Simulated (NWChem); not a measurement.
# Correlation energy of hydrogen isocyanide (CHN)

```
N
C 1 1.1842
H 1 1.0125 2 180.00
```
Charge 0, spin multiplicity 1.

Program: NWChem. Structure: optimised with PBE/def2-SVP, a minimum by its harmonic frequencies.

Basis set: def2-SVP. Each correlation energy counts from its own Hartree-Fock reference.

| method | correlation energy (mHa) | difference from CCSD(T) |
|---|---|---|
| CR-CCSD(T) | -297.2 | +2.3 |
| CCSD+T(CCSD) | -300.6 | -1.1 |
| SCS-MP2 | -269.4 | +30.1 |
| CR-CCSD[T] | -298.0 | +1.4 |
| CCSD | -287.4 | +12.1 |
| MP2 | -274.5 | +24.9 |
| CCSDT | -300.0 | -0.5 |
| CCSD(T) | -299.4 | 0.0 |

The values span 31.2 mHa, from CCSD+T(CCSD) (lowest) to SCS-MP2 (highest). 

The correlated methods keep 2 core orbitals frozen. Coupled-cluster values serve here as a point of comparison, not as the truth.
